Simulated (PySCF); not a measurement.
Complex of sulfur dioxide and hydrogen fluoride

A gas-phase complex of sulfur dioxide and hydrogen fluoride; neutral, singlet. The structure comes from a short search (a few tight-binding starts) and was relaxed by PBE0-D3(BJ)/def2-SVPD; another way of binding may lie lower. No frequency run checks that it is a minimum.

| part | name | SMILES | atoms | charge | multiplicity |
| --- | --- | --- | --- | --- | --- |
| 1 | sulfur dioxide | O=S=O | 1–3 | 0 | 1 |
| 2 | hydrogen fluoride | F | 4–5 | 0 | 1 |

```xyz
5

O    -0.718    0.322    0.602
S     0.049   -0.381   -0.429
O     1.499   -0.277   -0.386
F    -0.616    2.095    2.704
H    -0.621    1.486    2.002
```
Atoms count from 1 in this order.

Contacts between parts, classed by geometry: H5···O1 1.823 Å (hydrogen bond, 177°).

Interaction energies are complex less parts, with the parts frozen as they stand in it; counterpoise-corrected, in kcal/mol (PySCF). The CCSD(T) estimate is Hartree-Fock/aug-cc-pVTZ, plus the MP2 correlation part extrapolated as X⁻³ from aug-cc-pVDZ and aug-cc-pVTZ, plus CCSD(T) less MP2 in aug-cc-pVDZ; noble-gas cores are frozen. It isn't the exact limit.

(1) Give the interaction energy at each level run.

(2) What holds them together? Decompose the MP2/aug-cc-pVTZ energy: frozen parts, their antisymmetrised product, then relaxation.

The orbital and correlation terms together hold the superposition error of 0.7 kcal/mol.

Answers

(1) 
```tsv
level	interaction	superposition error removed
Hartree-Fock/aug-cc-pVTZ	-3.88	-
MP2/aug-cc-pVTZ	-4.07	-0.70
CCSD(T), estimated basis limit	-4.36	-
```

(2) electrostatic -7.4, Pauli repulsion +6.8, orbital relaxation -3.5, correlation -0.7 kcal/mol, which sum to the value before the counterpoise correction, the first three by Hartree-Fock. Of the attraction, 64 % is electrostatic, 30 % is orbital relaxation, 6 % is correlation.
